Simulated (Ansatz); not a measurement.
**C2H3NO: up Jacob's ladder to CCSD(T)**

An exercise on one series of results from a longer session: the logs are not shown, and one member is left open.

Program: Ansatz 0.2.0, Gaussian basis. Level of theory: functionals in def2-TZVPP, the program's frozen cores in correlated methods. These are calculated values, not measurements.

Plan: LDA (SPW92), PBE-D4, revPBE-D4, BLYP-D4, r2SCAN-D4, B97M-V, PBE0-D4, B3LYP-D4, r2SCANh-D4, r2SCAN0-D4, HSE06-D4, BHLYP-D4, CAM-B3LYP-D4, LC-ωPBE, ωB97X-V, ωB97M-V, B2PLYP, PBE-QIDH; CCSD(T)/def2-SVP; CCSD(T)/def2-TZVPP; MP2/def2-QZVPP; extrapolation to the limit; RPA on PBE.

**The geometry**

All runs share one geometry, relaxed beforehand with PBE0-D4 in a triple-zeta def2 set.

SMILES `N=C1CO1`, 7 atoms, charge 0, spin multiplicity 1.

Atoms are counted from 1 here; the program's logs count them from 0.

Bond lengths: N1–C2 1.245 Å, N1–H5 1.016 Å, C2–C3 1.439 Å, C2–O4 1.329 Å, C3–O4 1.480 Å, C3–H6 1.086 Å, C3–H7 1.086 Å. Angles: C2–N1–H5 110.7°, N1–C2–C3 159.7°, N1–C2–O4 135.7°, C3–C2–O4 64.5°, C2–C3–O4 54.1°, C2–C3–H6 120.4°, C2–C3–H7 120.5°, O4–C3–H6 114.1°, O4–C3–H7 114.1°, H6–C3–H7 116.7°, C2–O4–C3 61.4°.

Geometry (Å):

```mol
C2H3NO
  3D, bonds by distance, orders not assigned

  7  7  0  0  0  0  0  0  0  0999 V2000
   -1.4917    0.2999   -0.7742 N   0  0
   -0.5021   -0.1151   -0.1435 C   0  0
    0.8288   -0.1613    0.4026 C   0  0
   -0.2242   -1.1838    0.5958 O   0  0
   -1.2870    1.1895   -1.2194 H   0  0
    1.0746    0.3967    1.3007 H   0  0
    1.6627   -0.4938   -0.2077 H   0  0
  1  2  8  0
  2  3  8  0
  3  4  8  0
  1  5  8  0
  3  6  8  0
  3  7  8  0
  2  4  8  0
M  END
```

The first run:

File in.yaml:

```yaml
crystal:
  periodic: [false, false, false]
  atoms:
    - {symbol: N, position_ang: [-1.491664, 0.299867, -0.774230]}
    - {symbol: C, position_ang: [-0.502094, -0.115055, -0.143523]}
    - {symbol: C, position_ang: [0.828815, -0.161329, 0.402636]}
    - {symbol: O, position_ang: [-0.224185, -1.183845, 0.595798]}
    - {symbol: H, position_ang: [-1.286978, 1.189494, -1.219418]}
    - {symbol: H, position_ang: [1.074630, 0.396710, 1.300709]}
    - {symbol: H, position_ang: [1.662678, -0.493844, -0.207673]}
basis:
  gaussian: {orbitals: def2-TZVPP}
hamiltonian: {xc: lda}
output: {orbitals: {seedname: orbitals}}
```

Launch:

```
$ ansatz run in.yaml --threads 2 --pin off --events-out ev --progress --plain --max-ram 4352MiB
```

Steps of the session up to this table: LDA; PBE-D4 (GGA); revPBE-D4 (GGA); BLYP-D4 (GGA); r2SCAN-D4 (meta-GGA); B97M-V (meta-GGA); PBE0-D4 (hybrid); B3LYP-D4 (hybrid); r2SCANh-D4 (hybrid); r2SCAN0-D4 (hybrid); HSE06-D4 (hybrid); BHLYP-D4 (hybrid); CAM-B3LYP-D4 (range-separated); LC-ωPBE (range-separated); ωB97X-V (range-separated); ωB97M-V (range-separated); B2PLYP (double hybrid); PBE-QIDH (double hybrid).

One table of the session follows, with a row left open; its other results are not shown here.

It belongs to the step «Orbital energies across the functionals». 

| functional | HOMO (eV) | LUMO (eV) | gap (eV) |
| --- | --- | --- | --- |
| LDA (SPW92) | -6.65 | -0.91 | 5.74 |
| PBE-D4 | -6.50 | -0.65 | 5.85 |
| revPBE-D4 | -6.45 | -0.56 | 5.89 |
| BLYP-D4 | -6.41 | -0.55 | 5.86 |
| r2SCAN-D4 | -6.81 | -0.39 | 6.42 |
| B97M-V | -6.94 | -0.25 | 6.69 |
| PBE0-D4 | -8.00 | 0.46 | 8.46 |
| B3LYP-D4 | -7.77 | 0.17 | 7.95 |
| r2SCANh-D4 | -7.37 | 0.02 | 7.38 |
| r2SCAN0-D4 | -8.21 | 0.62 | 8.83 |
| HSE06-D4 | -7.60 | 0.07 | 7.67 |
| BHLYP-D4 | -9.44 | 1.66 | 11.10 |
| CAM-B3LYP-D4 | ? | ? | ? |
| LC-ωPBE | -10.79 | 2.90 | 13.70 |
| ωB97X-V | -10.44 | 2.84 | 13.28 |
| ωB97M-V | -10.36 | 2.74 | 13.09 |

Estimate the missing values for CAM-B3LYP-D4.

**Answer.** HOMO (eV): -9.45; LUMO (eV): 1.65; gap (eV): 11.10. In the column «HOMO (eV)» it lies between ωB97M-V (-10.36) and BHLYP-D4 (-9.44).
